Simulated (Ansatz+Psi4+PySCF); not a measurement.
Values are calculated unless marked as measured or tabulated.
A run of PySCF 2.14.0 on singlet AlH3 at this shape:

```tsv
atom	x (Å)	y (Å)	z (Å)
Al	0.0000	0.0000	0.0000
H	-0.6886	-0.5798	-1.2932
H	1.2821	-0.6998	0.5910
H	-0.5935	1.2796	0.7022
```

Its results:

```yaml
Converged: yes
Reference_energy: -243.64601 hartree
Correlation_energy: -0.09383 hartree
Total_energy: -243.73984 hartree
Spin_squared_of_the_determinant: 0.000
```

(1) Which input gives this output? Name the method, the orbitals and the basis set, and write the input.

Answers

(1) RHF-MP2 in cc-pVTZ on H; cc-pV(T+d)Z on Al. An unrestricted run that stays on the closed shell gives the same numbers.

```python
from pyscf import gto, scf, mp

# the (T+d) and (D+d) sets load through basis_set_exchange
mol = gto.M(atom="""
Al 0.000000 0.000000 0.000000
H -0.688600 -0.579800 -1.293200
H 1.282100 -0.699800 0.591000
H -0.593500 1.279600 0.702200
""", basis={'Al': 'cc-pv(t+d)z', 'H': 'cc-pvtz'}, charge=0, spin=0)
mf = scf.RHF(mol)
mf.kernel()
pt = mp.MP2(mf, frozen=5).run()
print(mf.e_tot, pt.e_corr, pt.e_tot)
```
